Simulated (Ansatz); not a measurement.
Rock-salt MgS, treated with PBE in Ansatz (plane waves, PAW).

Settings: plane-wave cutoff 520 eV, 12×12×12 k mesh, perturbation theory, scalar-relativistic PAW data made under PBE.

Computed at the level's own relaxed cell.

```yaml
crystal:
  lattice:
    - [0.00000, 2.61478, 2.61478]
    - [2.61478, 0.00000, 2.61478]
    - [2.61478, 2.61478, 0.00000]
  atoms:
    - { symbol: Mg, position: [0.00000, 0.00000, 0.00000] }
    - { symbol: S, position: [0.50000, 0.50000, 0.50000] }
```

Harmonic phonon frequencies (cm⁻¹; i marks an imaginary mode; at Γ without the LO shift):

| q point | frequencies |
|---|---|
| Γ | (withheld) |
| X | 126 126 182 253 253 292 |
| L | 169 169 193 193 291 355 |

Question: Complete the blanks.

Answer: 
- Γ, frequencies: 0 0 0 224 224 224

With the long-range field the LO mode at Γ lies at 389 cm⁻¹.

Measured, for comparison: zone-centre TO phonon frequency 240 cm⁻¹ (temperature not stated, no zero-point or thermal correction; as tabulated in Chmeruk and Núñez-Valdez (2023), arXiv:2212.11645). Computed (rounded) less measured: zone-centre TO phonon frequency -7 %.

No imaginary mode appears at these points.

Ansatz is a first-principles code.
